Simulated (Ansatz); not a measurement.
All numbers were calculated with Ansatz.

A structure relaxed at PBE0-D4/def2-TZVP, charge 0, multiplicity 1:

```csv
atom,x (Å),y (Å),z (Å)
O1,-0.1231,0.6450,-0.7979
N2,0.4667,-0.0857,-0.1753
F3,-0.3436,-0.5594,0.9732
```

**Question.** Give its formula and SMILES.

**Answer.** FNO, `O=NF`.

**Question.** Point group (tolerance 0.08 Å, 0.16 Å for H)?

**Answer.** Cs.

**Question.** Summarise the bond lengths by kind.

**Answer.** 1 × N–O 1.127 Å; 1 × F–N 1.483 Å.
